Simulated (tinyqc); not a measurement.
ROHF in the sto-6g basis, for H2O, spin multiplicity 3, step by step (part 1 of 2). Computed by tinyqc, a small Python program that keeps every step (integrals from PySCF). Settings: charge = 0, multiplicity = 3, basis = sto-6g, energy threshold = 1e-08, iteration cap = 82, orthogonalisation = symmetric, start = core, DIIS depth = 3, DIIS from iteration = 2, method = ROHF. Command: `OMP_NUM_THREADS=1 python tinyqc.py 21358 21359 out.jsonl` (the two numbers bound the seeds that draw the settings). One thread of a shared host (Intel(R) Xeon(R) Processor @ 2.60GHz), about 0.2 s of CPU time with the checks. Later iterations appear only in the table of the cycle.

## One-electron integrals

Geometry (angstrom):
```
atom         x          y         z
O     0.000000   0.000000  0.000000
H     0.000000   0.924000  0.571000
H     0.000000  -0.924000  0.571000
```

Basis sto-6g: exponents (1/bohr^2) and contraction coefficients of normalised primitives:
```
element  l (shell)     exponent  coefficient
O            s (1)  1355.584234     0.009164
O            s (1)   248.544885     0.049361
O            s (1)    69.533902     0.168538
O            s (1)    23.886772     0.370563
O            s (1)     9.275933     0.416492
O            s (1)     3.820341     0.130334
O            s (2)    52.187762    -0.013253
O            s (2)    10.329320    -0.046992
O            s (2)     3.210345    -0.033785
O            s (2)     1.235135     0.250242
O            s (2)     0.536420     0.595117
O            s (2)     0.245881     0.240706
O            p (3)    52.187762     0.003760
O            p (3)    10.329320     0.037679
O            p (3)     3.210345     0.173897
O            p (3)     1.235135     0.418036
O            p (3)     0.536420     0.425860
O            p (3)     0.245881     0.101708
H            s (1)    35.523221     0.009164
H            s (1)     6.513144     0.049361
H            s (1)     1.822143     0.168538
H            s (1)     0.625955     0.370563
H            s (1)     0.243077     0.416492
H            s (1)     0.100112     0.130334
```

Overlap, kinetic and nuclear-attraction integrals over the contracted functions; the nuclear repulsion is the sum of Za Zb / Rab.

nuclear repulsion = 8.08130951 hartree

overlap S:
```
           1O 1s     1O 2s    1O 2px     1O 2py    1O 2pz     2H 1s      3H 1s
1O 1s   1.000000  0.231145  0.000000   0.000000  0.000000  0.041199   0.041199
1O 2s   0.231145  1.000000  0.000000   0.000000  0.000000  0.396451   0.396451
1O 2px  0.000000  0.000000  1.000000   0.000000  0.000000  0.000000   0.000000
1O 2py  0.000000  0.000000  0.000000   1.000000  0.000000  0.293776  -0.293776
1O 2pz  0.000000  0.000000  0.000000   0.000000  1.000000  0.181543   0.181543
2H 1s   0.041199  0.396451  0.000000   0.293776  0.181543  1.000000   0.152438
3H 1s   0.041199  0.396451  0.000000  -0.293776  0.181543  0.152438   1.000000
```

kinetic energy T (hartree):
```
            1O 1s      1O 2s    1O 2px     1O 2py    1O 2pz      2H 1s      3H 1s
1O 1s   29.327197  -0.896024  0.000000   0.000000  0.000000  -0.005650  -0.005650
1O 2s   -0.896024   0.842618  0.000000   0.000000  0.000000   0.074294   0.074294
1O 2px   0.000000   0.000000  2.531309   0.000000  0.000000   0.000000   0.000000
1O 2py   0.000000   0.000000  0.000000   2.531309  0.000000   0.164810  -0.164810
1O 2pz   0.000000   0.000000  0.000000   0.000000  2.531309   0.101847   0.101847
2H 1s   -0.005650   0.074294  0.000000   0.164810  0.101847   0.768522  -0.009293
3H 1s   -0.005650   0.074294  0.000000  -0.164810  0.101847  -0.009293   0.768522
```

nuclear attraction V (hartree):
```
             1O 1s      1O 2s     1O 2px      1O 2py     1O 2pz      2H 1s      3H 1s
1O 1s   -62.232685  -6.376502   0.000000    0.000000  -0.013410  -1.299309  -1.299309
1O 2s    -6.376502  -9.968822   0.000000    0.000000  -0.154577  -3.047916  -3.047916
1O 2px    0.000000   0.000000  -9.906266    0.000000   0.000000   0.000000   0.000000
1O 2py    0.000000   0.000000   0.000000  -10.041188   0.000000  -2.005189   2.005189
1O 2pz   -0.013410  -0.154577   0.000000    0.000000  -9.957790  -1.277306  -1.277306
2H 1s    -1.299309  -3.047916   0.000000   -2.005189  -1.277306  -5.338093  -0.921636
3H 1s    -1.299309  -3.047916   0.000000    2.005189  -1.277306  -0.921636  -5.338093
```

core Hamiltonian H = T + V (hartree):
```
             1O 1s      1O 2s     1O 2px     1O 2py     1O 2pz      2H 1s      3H 1s
1O 1s   -32.905488  -7.272526   0.000000   0.000000  -0.013410  -1.304959  -1.304959
1O 2s    -7.272526  -9.126203   0.000000   0.000000  -0.154577  -2.973622  -2.973622
1O 2px    0.000000   0.000000  -7.374957   0.000000   0.000000   0.000000   0.000000
1O 2py    0.000000   0.000000   0.000000  -7.509879   0.000000  -1.840379   1.840379
1O 2pz   -0.013410  -0.154577   0.000000   0.000000  -7.426481  -1.175459  -1.175459
2H 1s    -1.304959  -2.973622   0.000000  -1.840379  -1.175459  -4.569571  -0.930928
3H 1s    -1.304959  -2.973622   0.000000   1.840379  -1.175459  -0.930928  -4.569571
```

## Two-electron integrals

Functions are numbered as in S; the eight-fold symmetry (ij|kl) = (ji|kl) = (kl|ij) leaves the list below.

Two-electron integrals (ij|kl) in chemists' order, unique and non-zero (hartree):
```
(11|11) 4.787491    (21|11) 0.675884    (21|21) 0.121505    (22|11) 1.117379
(22|21) 0.249212    (22|22) 0.817383    (31|31) 0.025762    (32|31) 0.039145
(32|32) 0.180664    (33|11) 1.117381    (33|21) 0.249212    (33|22) 0.817382
(33|33) 0.880663    (41|41) 0.025762    (42|41) 0.039145    (42|42) 0.180664
(43|43) 0.047461    (44|11) 1.117381    (44|21) 0.249212    (44|22) 0.817382
(44|33) 0.785741    (44|44) 0.880663    (51|51) 0.025762    (52|51) 0.039145
(52|52) 0.180664    (53|53) 0.047461    (54|54) 0.047461    (55|11) 1.117381
(55|21) 0.249212    (55|22) 0.817382    (55|33) 0.785741    (55|44) 0.785741
(55|55) 0.880663    (61|11) 0.128316    (61|21) 0.022117    (61|22) 0.044395
(61|33) 0.044300    (61|41) 0.000922    (61|42) 0.001805    (61|44) 0.044506
(61|51) 0.000570    (61|52) 0.001115    (61|54) 0.000127    (61|55) 0.044379
(61|61) 0.004103    (62|11) 0.321779    (62|21) 0.072820    (62|22) 0.265688
(62|33) 0.261209    (62|41) 0.004973    (62|42) 0.037210    (62|44) 0.270933
(62|51) 0.003073    (62|52) 0.022994    (62|54) 0.006009    (62|55) 0.264923
(62|61) 0.013337    (62|62) 0.108974    (63|31) 0.007959    (63|32) 0.045239
(63|43) 0.007618    (63|53) 0.004708    (63|63) 0.015126    (64|11) 0.201674
(64|21) 0.046274    (64|22) 0.180048    (64|33) 0.172025    (64|41) 0.010699
(64|42) 0.068840    (64|44) 0.193652    (64|51) 0.001693    (64|52) 0.014585
(64|54) 0.008657    (64|55) 0.174466    (64|61) 0.008848    (64|62) 0.089769
(64|64) 0.088214    (65|11) 0.124627    (65|21) 0.028596    (65|22) 0.111263
(65|33) 0.106306    (65|41) 0.001693    (65|42) 0.014585    (65|44) 0.110255
(65|51) 0.009006    (65|52) 0.054252    (65|54) 0.010059    (65|55) 0.117229
(65|61) 0.005468    (65|62) 0.055474    (65|64) 0.045166    (65|65) 0.043037
(66|11) 0.476146    (66|21) 0.109759    (66|22) 0.459008    (66|33) 0.441014
(66|41) 0.009408    (66|42) 0.097194    (66|44) 0.480077    (66|51) 0.005814
(66|52) 0.060063    (66|54) 0.024139    (66|55) 0.455931    (66|61) 0.020290
(66|62) 0.242464    (66|64) 0.227788    (66|65) 0.140765    (66|66) 0.774999
(71|11) 0.128316    (71|21) 0.022117    (71|22) 0.044395    (71|33) 0.044300
(71|41) -0.000922   (71|42) -0.001805   (71|44) 0.044506    (71|51) 0.000570
(71|52) 0.001115    (71|54) -0.000127   (71|55) 0.044379    (71|61) 0.004032
(71|62) 0.012819    (71|64) 0.007780    (71|65) 0.005259    (71|66) 0.019251
(71|71) 0.004103    (72|11) 0.321779    (72|21) 0.072820    (72|22) 0.265688
(72|33) 0.261209    (72|41) -0.004973   (72|42) -0.037210   (72|44) 0.270933
(72|51) 0.003073    (72|52) 0.022994    (72|54) -0.006009   (72|55) 0.264923
(72|61) 0.012819    (72|62) 0.084778    (72|64) 0.048796    (72|65) 0.041846
(72|66) 0.150212    (72|71) 0.013337    (72|72) 0.108974    (73|31) 0.007959
(73|32) 0.045239    (73|43) -0.007618   (73|53) 0.004708    (73|63) 0.011275
(73|73) 0.015126    (74|11) -0.201674   (74|21) -0.046274   (74|22) -0.180048
(74|33) -0.172025   (74|41) 0.010699    (74|42) 0.068840    (74|44) -0.193652
(74|51) -0.001693   (74|52) -0.014585   (74|54) 0.008657    (74|55) -0.174466
(74|61) -0.007780   (74|62) -0.048796   (74|64) -0.017505   (74|65) -0.023605
(74|66) -0.079131   (74|71) -0.008848   (74|72) -0.089769   (74|74) 0.088214
(75|11) 0.124627    (75|21) 0.028596    (75|22) 0.111263    (75|33) 0.106306
(75|41) -0.001693   (75|42) -0.014585   (75|44) 0.110255    (75|51) 0.009006
(75|52) 0.054252    (75|54) -0.010059   (75|55) 0.117229    (75|61) 0.005259
(75|62) 0.041846    (75|64) 0.023605    (75|65) 0.031577    (75|66) 0.080546
(75|71) 0.005468    (75|72) 0.055474    (75|74) -0.045166   (75|75) 0.043037
(76|11) 0.093054    (76|21) 0.021241    (76|22) 0.083240    (76|33) 0.081567
(76|44) 0.083447    (76|51) 0.001456    (76|52) 0.012661    (76|55) 0.084707
(76|61) 0.003833    (76|62) 0.032855    (76|64) 0.023571    (76|65) 0.018836
(76|66) 0.073899    (76|71) 0.003833    (76|72) 0.032855    (76|74) -0.023571
(76|75) 0.018836    (76|76) 0.012190    (77|11) 0.476146    (77|21) 0.109759
(77|22) 0.459008    (77|33) 0.441014    (77|41) -0.009408   (77|42) -0.097194
(77|44) 0.480077    (77|51) 0.005814    (77|52) 0.060063    (77|54) -0.024139
(77|55) 0.455931    (77|61) 0.019251    (77|62) 0.150212    (77|64) 0.079131
(77|65) 0.080546    (77|66) 0.284637    (77|71) 0.020290    (77|72) 0.242464
(77|74) -0.227788   (77|75) 0.140765    (77|76) 0.073899    (77|77) 0.774999
```

## Orthogonalisation

S = U s U^T; symmetric (Loewdin) form X = U s^(-1/2) U^T, so that X^T S X = 1.

eigenvalues of S: 0.428178  0.501386  0.898631  1.000000  1.081666  1.346176  1.743963

X:
```
            1O 1s      1O 2s    1O 2px     1O 2py     1O 2pz      2H 1s      3H 1s
1O 1s    1.022423  -0.133484  0.000000   0.000000  -0.006201   0.017936   0.017936
1O 2s   -0.133484   1.166940  0.000000   0.000000   0.065533  -0.232804  -0.232804
1O 2px   0.000000   0.000000  1.000000   0.000000   0.000000   0.000000   0.000000
1O 2py   0.000000   0.000000  0.000000   1.087415   0.000000  -0.191392   0.191392
1O 2pz  -0.006201   0.065533  0.000000   0.000000   1.029400  -0.104798  -0.104798
2H 1s    0.017936  -0.232804  0.000000  -0.191392  -0.104798   1.134916  -0.051811
3H 1s    0.017936  -0.232804  0.000000   0.191392  -0.104798  -0.051811   1.134916
```

## Starting guess

The start is the orbitals of the core Hamiltonian; D(s) = C_occ C_occ^T for each spin.

D(alpha) at the start:
```
            1O 1s      1O 2s    1O 2px     1O 2py     1O 2pz      2H 1s      3H 1s
1O 1s    1.063849  -0.301002  0.000000   0.000000  -0.025231   0.069490   0.069490
1O 2s   -0.301002   1.492256  0.000000   0.000000   0.193555  -0.533081  -0.533081
1O 2px   0.000000   0.000000  1.000000   0.000000   0.000000   0.000000   0.000000
1O 2py   0.000000   0.000000  0.000000   1.152410   0.000000  -0.162928   0.162928
1O 2pz  -0.025231   0.193555  0.000000   0.000000   1.085962  -0.236754  -0.236754
2H 1s    0.069490  -0.533081  0.000000  -0.162928  -0.236754   0.675094   0.629025
3H 1s    0.069490  -0.533081  0.000000   0.162928  -0.236754   0.629025   0.675094
```

D(beta) at the start:
```
            1O 1s      1O 2s    1O 2px     1O 2py     1O 2pz      2H 1s      3H 1s
1O 1s    1.062102  -0.281177  0.000000   0.000000  -0.017460   0.036399   0.036399
1O 2s   -0.281177   1.267253  0.000000   0.000000   0.105363  -0.157518  -0.157518
1O 2px   0.000000   0.000000  0.000000   0.000000   0.000000   0.000000   0.000000
1O 2py   0.000000   0.000000  0.000000   1.152410   0.000000  -0.162928   0.162928
1O 2pz  -0.017460   0.105363  0.000000   0.000000   1.051395  -0.089549  -0.089549
2H 1s    0.036399  -0.157518  0.000000  -0.162928  -0.089549   0.048224   0.002154
3H 1s    0.036399  -0.157518  0.000000   0.162928  -0.089549   0.002154   0.048224
```

## Iteration 1: building the Fock matrix

J_ij = sum D_kl (ij|kl) with D = D(alpha) + D(beta), K_ij = sum D_kl (ik|jl) for each spin; F = H + J - K(s); E = tr D H + tr D J / 2 - 0.5 sum_s tr D(s) K(s) + E_nn.

Coulomb J (hartree):
```
            1O 1s     1O 2s    1O 2px     1O 2py    1O 2pz     2H 1s      3H 1s
1O 1s   18.101622  3.235552  0.000000   0.000000  0.009243  0.593096   0.593096
1O 2s    3.235552  8.463296  0.000000   0.000000  0.054669  2.707465   2.707465
1O 2px   0.000000  0.000000  8.387140   0.000000  0.000000  0.000000   0.000000
1O 2py   0.000000  0.000000  0.000000   8.509762  0.000000  1.821654  -1.821654
1O 2pz   0.009243  0.054669  0.000000   0.000000  8.492982  1.139535   1.139535
2H 1s    0.593096  2.707465  0.000000   1.821654  1.139535  4.689802   0.843038
3H 1s    0.593096  2.707465  0.000000  -1.821654  1.139535  0.843038   4.689802
```

exchange K(alpha) (hartree):
```
           1O 1s     1O 2s    1O 2px     1O 2py    1O 2pz     2H 1s      3H 1s
1O 1s   4.949005  0.797553  0.000000   0.000000  0.000821  0.155881   0.155881
1O 2s   0.797553  1.445509  0.000000   0.000000  0.016865  0.450270   0.450270
1O 2px  0.000000  0.000000  1.191268   0.000000  0.000000  0.000000   0.000000
1O 2py  0.000000  0.000000  0.000000   1.206190  0.000000  0.237440  -0.237440
1O 2pz  0.000821  0.016865  0.000000   0.000000  1.199041  0.163834   0.163834
2H 1s   0.155881  0.450270  0.000000   0.237440  0.163834  0.535768   0.229974
3H 1s   0.155881  0.450270  0.000000  -0.237440  0.163834  0.229974   0.535768
```

exchange K(beta) (hartree):
```
           1O 1s     1O 2s    1O 2px     1O 2py    1O 2pz     2H 1s      3H 1s
1O 1s   4.919826  0.758086  0.000000   0.000000  0.000572  0.148973   0.148973
1O 2s   0.758086  1.244472  0.000000   0.000000  0.001788  0.342946   0.342946
1O 2px  0.000000  0.000000  0.306402   0.000000  0.000000  0.000000   0.000000
1O 2py  0.000000  0.000000  0.000000   1.136391  0.000000  0.184515  -0.184515
1O 2pz  0.000572  0.001788  0.000000   0.000000  1.137784  0.113734   0.113734
2H 1s   0.148973  0.342946  0.000000   0.184515  0.113734  0.151533   0.078250
3H 1s   0.148973  0.342946  0.000000  -0.184515  0.113734  0.078250   0.151533
```

F(alpha) (hartree):
```
             1O 1s      1O 2s     1O 2px     1O 2py     1O 2pz      2H 1s      3H 1s
1O 1s   -19.752871  -4.834527   0.000000   0.000000  -0.004988  -0.867744  -0.867744
1O 2s    -4.834527  -2.108416   0.000000   0.000000  -0.116772  -0.716426  -0.716426
1O 2px    0.000000   0.000000  -0.179085   0.000000   0.000000   0.000000   0.000000
1O 2py    0.000000   0.000000   0.000000  -0.206308   0.000000  -0.256165   0.256165
1O 2pz   -0.004988  -0.116772   0.000000   0.000000  -0.132541  -0.199758  -0.199758
2H 1s    -0.867744  -0.716426   0.000000  -0.256165  -0.199758  -0.415537  -0.317864
3H 1s    -0.867744  -0.716426   0.000000   0.256165  -0.199758  -0.317864  -0.415537
```

F(beta) (hartree):
```
             1O 1s      1O 2s    1O 2px     1O 2py     1O 2pz      2H 1s      3H 1s
1O 1s   -19.723692  -4.795060  0.000000   0.000000  -0.004739  -0.860836  -0.860836
1O 2s    -4.795060  -1.907380  0.000000   0.000000  -0.101696  -0.609103  -0.609103
1O 2px    0.000000   0.000000  0.705781   0.000000   0.000000   0.000000   0.000000
1O 2py    0.000000   0.000000  0.000000  -0.136508   0.000000  -0.203240   0.203240
1O 2pz   -0.004739  -0.101696  0.000000   0.000000  -0.071284  -0.149659  -0.149659
2H 1s    -0.860836  -0.609103  0.000000  -0.203240  -0.149659  -0.031301  -0.166140
3H 1s    -0.860836  -0.609103  0.000000   0.203240  -0.149659  -0.166140  -0.031301
```

total energy of this density = -74.50205743 hartree

## Iteration 1: Roothaan effective Fock matrix

With projectors Pc = D(beta) S, Po = (D(alpha) - D(beta)) S, Pv = 1 - D(alpha) S, the block xy is Px^T F Py; with Fc = (F(alpha) + F(beta))/2, the blocks are Fc for cc, oo, vv and cv, F(beta) for co and F(alpha) for ov.

effective F (hartree):
```
             1O 1s      1O 2s    1O 2px     1O 2py     1O 2pz      2H 1s      3H 1s
1O 1s   -19.738268  -4.815203  0.000000   0.000000  -0.005138  -0.866095  -0.866095
1O 2s    -4.815203  -2.010036  0.000000   0.000000  -0.109336  -0.667547  -0.667547
1O 2px    0.000000   0.000000  0.263348   0.000000   0.000000   0.000000   0.000000
1O 2py    0.000000   0.000000  0.000000  -0.171408   0.000000  -0.229702   0.229702
1O 2pz   -0.005138  -0.109336  0.000000   0.000000  -0.101210  -0.172466  -0.172466
2H 1s    -0.866095  -0.667547  0.000000  -0.229702  -0.172466  -0.225481  -0.244064
3H 1s    -0.866095  -0.667547  0.000000   0.229702  -0.172466  -0.244064  -0.225481
```

## Iteration 1: diagonalisation and new density

Diagonalise F' = X^T F X, C = X C', fill 6 alpha and 4 beta electrons from the bottom; D(s) = C_occ C_occ^T. Each column has its largest component positive (the first on a tie).

F' = X^T F X (hartree):
```
            1          2         3          4          5          6          7
1  -19.412355  -2.472450  0.000000   0.000000  -0.012856  -0.132859  -0.132859
2   -2.472450  -1.028444  0.000000   0.000000  -0.011984  -0.327336  -0.327336
3    0.000000   0.000000  0.263348   0.000000   0.000000   0.000000   0.000000
4    0.000000   0.000000  0.000000  -0.010099   0.000000  -0.281798   0.281798
5   -0.012856  -0.011984  0.000000   0.000000  -0.047217  -0.155640  -0.155640
6   -0.132859  -0.327336  0.000000  -0.281798  -0.155640   0.096379  -0.125924
7   -0.132859  -0.327336  0.000000   0.281798  -0.155640  -0.125924   0.096379
```

orbital energies (hartree): MO1 -19.742177, MO2 -0.927403, MO3 -0.309016, MO4 -0.145189, MO5 0.263348, MO6 0.297208, MO7 0.521220

coefficients C:
```
              MO1        MO2        MO3        MO4       MO5        MO6        MO7
1O 1s    0.996283  -0.230039   0.000000   0.085892  0.000000   0.104758   0.000000
1O 2s    0.016801   0.893556   0.000000  -0.457287  0.000000  -0.696003   0.000000
1O 2px   0.000000   0.000000   0.000000   0.000000  1.000000   0.000000   0.000000
1O 2py   0.000000   0.000000   0.707495   0.000000  0.000000   0.000000   0.869013
1O 2pz   0.001490   0.118112   0.000000   0.802787  0.000000  -0.653868   0.000000
2H 1s   -0.003269   0.130160   0.350404   0.290411  0.000000   0.742138  -0.786135
3H 1s   -0.003269   0.130160  -0.350404   0.290411  0.000000   0.742138   0.786135
```

D(alpha) after iteration 1:
```
            1O 1s      1O 2s    1O 2px     1O 2py     1O 2pz      2H 1s      3H 1s
1O 1s    1.063849  -0.301002  0.000000   0.000000  -0.025231   0.069490   0.069490
1O 2s   -0.301002   1.492256  0.000000   0.000000   0.193555  -0.533081  -0.533081
1O 2px   0.000000   0.000000  1.000000   0.000000   0.000000   0.000000   0.000000
1O 2py   0.000000   0.000000  0.000000   0.500550   0.000000   0.247909  -0.247909
1O 2pz  -0.025231   0.193555  0.000000   0.000000   1.085962  -0.236754  -0.236754
2H 1s    0.069490  -0.533081  0.000000   0.247909  -0.236754   0.774843   0.529277
3H 1s    0.069490  -0.533081  0.000000  -0.247909  -0.236754   0.529277   0.774843
```

D(beta) after iteration 1:
```
            1O 1s      1O 2s    1O 2px     1O 2py     1O 2pz      2H 1s      3H 1s
1O 1s    1.052875  -0.228091  0.000000   0.000000   0.043267  -0.008254  -0.008254
1O 2s   -0.228091   1.007836  0.000000   0.000000  -0.261539  -0.016551  -0.016551
1O 2px   0.000000   0.000000  0.000000   0.000000   0.000000   0.000000   0.000000
1O 2py   0.000000   0.000000  0.000000   0.500550   0.000000   0.247909  -0.247909
1O 2pz   0.043267  -0.261539  0.000000   0.000000   0.658419   0.248506   0.248506
2H 1s   -0.008254  -0.016551  0.000000   0.247909   0.248506   0.224073  -0.021492
3H 1s   -0.008254  -0.016551  0.000000  -0.247909   0.248506  -0.021492   0.224073
```
